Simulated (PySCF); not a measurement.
A made-up structure of NaBHF, singlet:

F1  (-0.211, 1.108, -1.179)
B2  (-0.274, 0.135, -0.039)
Na3  (2.015, -1.351, 0.704)
H4  (-1.530, 0.109, 0.515)
(Å)

It is relaxed with PBE-D4/def2-SVP and then PBE0-D4/def2-TZVP (PySCF 2.14 with density fitting (its default auxiliary sets; JK sets also for MP2 and CCSD(T))). Atoms count as bonded within 1.22 times the sum of their covalent radii (H–H: 0.88 Å). The end point is not checked to be a true minimum.

(1) Does its bonding change? (Judge from chemistry; the calculation decides.)

## Answers

(1) The calculation gives: No: no bond forms or breaks.

Where it ends: The first stage lowers the energy by 0.58 eV in 10 steps. It ends as NaBHF ([F][BH][Na]):
```json
{"atom": "F1", "x (Å)": "-0.2431", "y (Å)": "0.9220", "z (Å)": "-1.0822"}
{"atom": "B2", "x (Å)": "-0.2652", "y (Å)": "0.0860", "z (Å)": "-0.0361"}
{"atom": "Na3", "x (Å)": "1.8073", "y (Å)": "-1.2007", "z (Å)": "0.6171"}
{"atom": "H4", "x (Å)": "-1.3719", "y (Å)": "0.0713", "z (Å)": "0.4894"}
```

Labels in which every atom is bracketed show which atoms are joined, not bond orders.

For scale, one of the runs: PBE0-D4/def2-TZVP relaxation, 100 basis functions, launched by `OMP_NUM_THREADS=2 python run.py`. The run took 19 s on 2 CPU threads of an AMD EPYC 7B13 (shared host), with 0.99 GiB of host memory at its peak.
